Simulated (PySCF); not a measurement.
Molecule: Pyrazine, C4H4N2.

Cartesian coordinates in Å; atom numbers follow the order of the lines, from 1:
```xyz
10

C    -0.576   -1.197    0.003
C     0.813   -1.050    0.037
N     1.391    0.147    0.034
C     0.576    1.197   -0.003
C    -0.813    1.050   -0.037
N    -1.391   -0.147   -0.034
H    -1.034   -2.192    0.007
H     1.468   -1.928    0.068
H     1.034    2.192   -0.007
H    -1.468    1.928   -0.068
```

Spin–spin couplings on one PBE0-D3(BJ)/def2-SVP geometry, PySCF 2.14, gas phase, non-relativistic, equivalent pairs averaged (spin–dipole term only in couplings to heteroatoms); isotopes ¹³C, ¹H; functional B3LYP.

Reference values (Hz): ¹J(C1,H7) = 182.7 (measured; liquid or solution (compiled); Buevich, Sauri, Parella, De Tommasi, Bifulco, Williamson, Martin, Chem. Commun. 2019 (ESI)).

Question: How do the couplings (Hz) change with the basis set? Times are CPU seconds on shared hosts with different chips, so compare them loosely. Far from the basis limit: 6-31G-J, pcJ-0, 6-31G*, def2-TZVP, cc-pVTZ.

Answer: 
```
basis set  functions  ¹J(C1,H7)  abs. error  core-s
  6-31G-J         88      200.6        17.9     3.7
    pcJ-0         90      170.8        11.9     3.4
   6-31G*         92      180.2         2.5     3.8
    pcJ-1        202      189.6         6.9      19
def2-TZVP        210      180.9         1.8      12
  cc-pVTZ        236      171.4        11.3      14
```

Errors compare magnitudes, without vibrational corrections. Closest: def2-TZVP; furthest: 6-31G-J.

The Fermi-contact term samples the wavefunction at the nucleus, which is why sets with added tight s functions (names with J) are made for couplings. Agreement of an ordinary basis with the reference is then largely a cancellation of errors.
